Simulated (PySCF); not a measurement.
**C2H2Cl2F2 (1,1-dichloro-2,2-difluoroethane) at 5 levels**

Aim: a comparison of 5 runs (HF/STO-3G, HF/def2-SVP, B3LYP/6-31G*, PBE0/def2-SVP, MP2/3-21G) of C2H2Cl2F2 (1,1-dichloro-2,2-difluoroethane). Input form: a Python script.

Program for the calculation: PySCF 2.14.0.

**1. The molecule**

The species is C2H2Cl2F2 (8 atoms), meant as a singlet with charge 0. SMILES: `FC(F)C(Cl)Cl`. The shape is that of a GFN2-xTB optimisation. This is one conformer, not always the lowest.

Bond lengths: F1–C2 1.347 Å, C2–F3 1.347 Å, C2–C4 1.530 Å, C4–Cl5 1.774 Å, C4–Cl6 1.771 Å, C2–H7 1.100 Å, C4–H8 1.093 Å. Some angles: F1–C2–F3 106.4°, F1–C2–C4 110.0°, F3–C2–C4 110.0°, C2–C4–Cl5 108.9°, C2–C4–Cl6 109.0°, Cl5–C4–Cl6 110.7°, F1–C2–H7 108.8°, F3–C2–H7 108.8°, C4–C2–H7 112.8°, C2–C4–H8 110.7°.

**2. Energy and gradient at HF/STO-3G (run 1)**

Input file input.xyz:

```xyz
8
C2H2Cl2F2
F      0.429650    -1.143340     1.314460
C      0.668740    -0.312960     0.280610
F      1.300180    -1.046470    -0.656940
C     -0.652620     0.221360    -0.276700
Cl    -0.307900     1.263060    -1.670270
Cl    -1.486900     1.131970     0.993280
H      1.343760     0.487650     0.617940
H     -1.294920    -0.601280    -0.602380
```

Input file input.py:

```python
# 1,1-dichloro-2,2-difluoroethane
import pyscf.grad
from pyscf import gto, scf

molecule = gto.Mole()
molecule.atom = 'input.xyz'
molecule.max_memory = 1860
molecule.verbose = 4
molecule.basis = 'sto-3g'
molecule.build()

mf = scf.RHF(molecule)
mf.conv_tol = 1e-10
mf.kernel()
if not mf.converged:
    mf = mf.newton().run(mf.mo_coeff, mf.mo_occ)

e_tot = mf.e_tot
print('E = %.10f Eh' % e_tot)
grad = mf.Gradients().kernel()
dip = mf.dip_moment()
pop, q = mf.mulliken_pop()
```

The run is started by

```
$ OMP_NUM_THREADS=1 python input.py
```

Output:

```text
PySCF version 2.14.0

[... 62 lines left out ...]
converged SCF energy = -1181.19310926193
[... 12 lines left out ...]
Dipole moment(X, Y, Z, Debye):  0.29601, -0.94164,  0.09217
[... 10 lines left out ...]
pop of  1 C 2pz           0.78664
pop of  2 F 1s            1.99904
pop of  2 F 2s            1.94292
pop of  2 F 2px           1.81270
pop of  2 F 2py           1.74813
pop of  2 F 2pz           1.64075
pop of  3 C 1s            1.99275
pop of  3 C 2s            1.24883
pop of  3 C 2px           0.99462
pop of  3 C 2py           0.93321
pop of  3 C 2pz           0.82697
pop of  4 Cl 1s           1.99997
pop of  4 Cl 2s           1.99896
pop of  4 Cl 3s           1.95765
pop of  4 Cl 2px          1.99930
pop of  4 Cl 2py          1.99577
pop of  4 Cl 2pz          1.99249
pop of  4 Cl 3px          1.95392
pop of  4 Cl 3py          1.71574
pop of  4 Cl 3pz          1.49084
pop of  5 Cl 1s           1.99997
pop of  5 Cl 2s           1.99895
pop of  5 Cl 3s           1.95743
pop of  5 Cl 2px          1.99725
pop of  5 Cl 2py          1.99670
pop of  5 Cl 2pz          1.99360
pop of  5 Cl 3px          1.81531
pop of  5 Cl 3py          1.77873
pop of  5 Cl 3pz          1.56564
pop of  6 H 1s            0.91202
pop of  7 H 1s            0.86176
 ** Mulliken atomic charges  **
charge of    0F =     -0.14357
charge of    1C =      0.26547
charge of    2F =     -0.14353
charge of    3C =      0.00362
charge of    4Cl =     -0.10465
charge of    5Cl =     -0.10357
charge of    6H =      0.08798
charge of    7H =      0.13824
```

Run time: 3.3 s. Hardware: 1 thread of Intel Xeon at 2.70GHz, shared host; peak memory 0.12 GiB.

**3. Energy and forces at HF/def2-SVP (run 2)**

Input file job.py:

```python
# 1,1-dichloro-2,2-difluoroethane
import pyscf.grad
from pyscf import gto

mol = gto.M(
    atom='''
F      0.429650    -1.143340     1.314460
C      0.668740    -0.312960     0.280610
F      1.300180    -1.046470    -0.656940
C     -0.652620     0.221360    -0.276700
Cl    -0.307900     1.263060    -1.670270
Cl    -1.486900     1.131970     0.993280
H      1.343760     0.487650     0.617940
H     -1.294920    -0.601280    -0.602380
''',
    spin=0,
    verbose=3,
    basis='def2-svp',
    max_memory=1860,
)

mf = mol.RHF()
mf.conv_tol = 1e-10
mf.kernel()
if not mf.converged:
    mf = mf.newton().run(mf.mo_coeff, mf.mo_occ)

etot = mf.e_tot
print('E = %.10f Eh' % etot)
grad = mf.Gradients().kernel()
mf.analyze()
```

The run is started by

```
$ OMP_NUM_THREADS=1 python job.py
```

Output:

```text
converged SCF energy = -1194.25152780765
[... 12 lines left out ...]
MO #3   energy= -26.3228927548788  occ= 2
[... 8 lines left out ...]
MO #12  energy= -8.05560888757929  occ= 2
[... 8 lines left out ...]
MO #21  energy= -0.808308484636387 occ= 2
[... 8 lines left out ...]
MO #30  energy= -0.487377599434426 occ= 2
[... 8 lines left out ...]
MO #39  energy= 0.327825488231555  occ= 0
[... 8 lines left out ...]
MO #48  energy= 0.773789510517125  occ= 0
[... 8 lines left out ...]
MO #57  energy= 1.02896431717361   occ= 0
[... 8 lines left out ...]
MO #66  energy= 1.33897423184134   occ= 0
[... 8 lines left out ...]
MO #75  energy= 1.68162522682488   occ= 0
[... 8 lines left out ...]
MO #84  energy= 2.28449504643281   occ= 0
[... 8 lines left out ...]
MO #93  energy= 3.42152807129691   occ= 0
[... 8 lines left out ...]
MO #102 energy= 4.26614050827193   occ= 0
[... 9 lines left out ...]
Dipole moment(X, Y, Z, Debye): -0.27251,  0.44118, -0.08997
```

Run time: 13 s. Hardware: 1 thread of Intel Xeon at 2.70GHz, shared host; peak memory 0.22 GiB.

**4. Energy and forces at B3LYP/6-31G(d) (spherical functions) (run 3)**

Input file job.py:

```python
from pyscf import gto, dft

mol = gto.Mole()
mol.atom = [
    ('F', (0.429650, -1.143340, 1.314460)),
    ('C', (0.668740, -0.312960, 0.280610)),
    ('F', (1.300180, -1.046470, -0.656940)),
    ('C', (-0.652620, 0.221360, -0.276700)),
    ('Cl', (-0.307900, 1.263060, -1.670270)),
    ('Cl', (-1.486900, 1.131970, 0.993280)),
    ('H', (1.343760, 0.487650, 0.617940)),
    ('H', (-1.294920, -0.601280, -0.602380)),
]
mol.basis = '6-31g*'
mol.max_memory = 1860
mol.charge = 0
mol.verbose = 4
mol.build()

mf = dft.RKS(mol, xc='b3lyp')
mf.conv_tol = 1e-10
mf.grids.level = 5
mf.kernel()
if not mf.converged:
    mf = mf.newton().run(mf.mo_coeff, mf.mo_occ)

e_tot = mf.e_tot
print('E(%s) = %.9f' % ('B3LYP', e_tot))
grad = mf.nuc_grad_method().kernel()
mf.analyze()
```

The run is started by

```
$ OMP_NUM_THREADS=1 python job.py
```

Output:

```text
PySCF version 2.14.0

[... 93 lines left out ...]
One-electron Energy =                -2407.909242704979988
[... 10 lines left out ...]
MO #6   energy= -10.3236634161527  occ= 2
[... 8 lines left out ...]
MO #15  energy= -1.27640560800235  occ= 2
[... 8 lines left out ...]
MO #24  energy= -0.486881302599982 occ= 2
[... 8 lines left out ...]
MO #33  energy= -0.319987222677831 occ= 2
[... 8 lines left out ...]
MO #42  energy= 0.375416237688624  occ= 0
[... 8 lines left out ...]
MO #51  energy= 0.545361234194624  occ= 0
[... 8 lines left out ...]
MO #60  energy= 0.86863234321087   occ= 0
[... 8 lines left out ...]
MO #69  energy= 1.1893952586176    occ= 0
[... 8 lines left out ...]
MO #78  energy= 1.75059976288616   occ= 0
[... 8 lines left out ...]
MO #87  energy= 2.12386849820582   occ= 0
[... 8 lines left out ...]
MO #96  energy= 3.0598745247035    occ= 0
[... 68 lines left out ...]
pop of  4 Cl 4px          0.00258
pop of  4 Cl 4py          0.00464
pop of  4 Cl 4pz          0.00621
pop of  4 Cl 3dxy         0.00086
pop of  4 Cl 3dyz         0.00543
pop of  4 Cl 3dz^2        0.00268
pop of  4 Cl 3dxz         0.00138
pop of  4 Cl 3dx2-y2      0.00103
pop of  5 Cl 1s           2.00000
pop of  5 Cl 2s           1.99985
pop of  5 Cl 3s           1.88430
pop of  5 Cl 4s           0.00511
pop of  5 Cl 2px          1.99994
pop of  5 Cl 2py          1.99994
pop of  5 Cl 2pz          1.99993
pop of  5 Cl 3px          1.80976
pop of  5 Cl 3py          1.76572
pop of  5 Cl 3pz          1.57245
pop of  5 Cl 4px          0.00369
pop of  5 Cl 4py          0.00411
pop of  5 Cl 4pz          0.00571
pop of  5 Cl 3dxy         0.00194
pop of  5 Cl 3dyz         0.00366
pop of  5 Cl 3dz^2        0.00173
pop of  5 Cl 3dxz         0.00334
pop of  5 Cl 3dx2-y2      0.00078
pop of  6 H 1s            0.86974
pop of  6 H 2s            0.01116
pop of  7 H 1s            0.83488
pop of  7 H 2s            0.01238
 ** Mulliken atomic charges  **
charge of    0F =     -0.27118
charge of    1C =      0.45040
charge of    2F =     -0.27120
charge of    3C =     -0.05431
charge of    4Cl =     -0.06358
charge of    5Cl =     -0.06196
charge of    6H =      0.11910
charge of    7H =      0.15274
Dipole moment(X, Y, Z, Debye): -0.06143, -0.08620, -0.02217
```

Wall time 55 s (1 thread of Intel Xeon at 2.70GHz, shared host); peak memory 0.95 GiB.

Run 4 isn't shown in full; the table further down has it.

**5. Energy and gradient at MP2/3-21G (run 5)**

Input file job.py:

```python
# 1,1-dichloro-2,2-difluoroethane
from pyscf import gto, scf, mp

molecule = gto.Mole()
molecule.atom = '''
F      0.811921    -2.160599     2.483969
C      1.263735    -0.591409     0.530276
F      2.456984    -1.977542    -1.241437
C     -1.233273     0.418310    -0.522887
Cl    -0.581847     2.386837    -3.156353
Cl    -2.809834     2.139113     1.877027
H      2.539338     0.921525     1.167737
H     -2.447044    -1.136255    -1.138333
'''
molecule.spin = 0
molecule.max_memory = 1860
molecule.unit = 'bohr'
molecule.basis = '3-21g'
molecule.verbose = 4
molecule.charge = 0
molecule.build()

calc0 = scf.RHF(molecule)
calc0.conv_tol = 1e-10
calc0.kernel()
if not calc0.converged:
    calc0 = calc0.newton().run(calc0.mo_coeff, calc0.mo_occ)

pt = mp.MP2(calc0, frozen=14).run()
e_final = pt.e_tot
print('E(%s) = %.9f' % ('MP2', e_final))
grad = pt.nuc_grad_method().kernel()
dip = calc0.dip_moment()
pop, q = calc0.mulliken_pop()
```

The run is started by

```
$ OMP_NUM_THREADS=1 python job.py
```

Output:

```text
PySCF version 2.14.0

[... 64 lines left out ...]
converged SCF energy = -1188.84536166199
[... 17 lines left out ...]
Dipole moment(X, Y, Z, Debye): -0.05227,  0.12311, -0.00866
[... 36 lines left out ...]
pop of  3 C 3pz           0.52801
pop of  4 Cl 1s           1.99868
pop of  4 Cl 2s           1.96094
pop of  4 Cl 3s           1.13903
pop of  4 Cl 4s           0.83757
pop of  4 Cl 2px          1.97178
pop of  4 Cl 2py          1.96830
pop of  4 Cl 2pz          1.96488
pop of  4 Cl 3px          1.10447
pop of  4 Cl 3py          0.99863
pop of  4 Cl 3pz          0.90215
pop of  4 Cl 4px          0.84442
pop of  4 Cl 4py          0.66764
pop of  4 Cl 4pz          0.50987
pop of  5 Cl 1s           1.99868
pop of  5 Cl 2s           1.96094
pop of  5 Cl 3s           1.13912
pop of  5 Cl 4s           0.83725
pop of  5 Cl 2px          1.96949
pop of  5 Cl 2py          1.96925
pop of  5 Cl 2pz          1.96623
pop of  5 Cl 3px          1.04107
pop of  5 Cl 3py          1.02754
pop of  5 Cl 3pz          0.93740
pop of  5 Cl 4px          0.75037
pop of  5 Cl 4py          0.71361
pop of  5 Cl 4pz          0.55530
pop of  6 H 1s            0.48904
pop of  6 H 2s            0.26590
pop of  7 H 1s            0.45213
pop of  7 H 2s            0.17860
 ** Mulliken atomic charges  **
charge of    0F =     -0.38841
charge of    1C =      0.70327
charge of    2F =     -0.38840
charge of    3C =     -0.80618
charge of    4Cl =      0.13164
charge of    5Cl =      0.13375
charge of    6H =      0.24507
charge of    7H =      0.36926
```

Run time: 6.6 s. Hardware: 1 thread of Intel Xeon at 2.70GHz, shared host; peak memory 0.26 GiB.

**6. All runs side by side**

```tsv
run	level	integration grid	frozen core orbitals	energy (Eh)	dipole moment (D) of the reference	HOMO energy (eV)	LUMO energy (eV)	wall time
1	HF/STO-3G	–	–	-1181.193109	0.99	-10.85	8.07	3.3 s
2	HF/def2-SVP	–	–	-1194.251528	0.53	-12.43	4.45	13 s
3	B3LYP/6-31G* (spherical functions)	5	–	-1197.464528	0.11	-8.71	-0.49	55 s
4	PBE0/def2-SVP	5	–	-1196.411048	0.34	-8.96	0.16	66 s
5	MP2/3-21G	–	14	-1189.349116	0.13	-12.70	3.76	6.6 s
```

**7. Summary of results**

| quantity | value |
| --- | --- |
| run 5: total energy | -1189.34912 Eh |
| run 5: dipole moment (Hartree–Fock density) | 0.13 D |
| run 5: HOMO energy (Hartree–Fock orbitals) | -12.70 eV |
| run 5: LUMO energy (Hartree–Fock orbitals) | 3.76 eV |
| run 5: HOMO–LUMO gap (Hartree–Fock orbitals) | 16.45 eV |
| run 5: correlation energy (14 core orbitals frozen) | -503.8 mEh |
| run 5: largest force on an atom | 2.438 eV/Å |

In words: Over runs 1, 2, 3, 4 the dipole moment (its size) runs from 0.11 D (B3LYP/6-31G*) to 0.99 D (HF/STO-3G). The two ends differ in method and basis. Over runs 1, 2, 3, 4 the HOMO–LUMO gap runs from 8.22 eV (B3LYP/6-31G*) to 18.92 eV (HF/STO-3G). Totals of different functionals can't be ranked against each other. In run 1 the basis is minimal, so the values are rough. All runs together took 2.4 min, the longest 66 s.
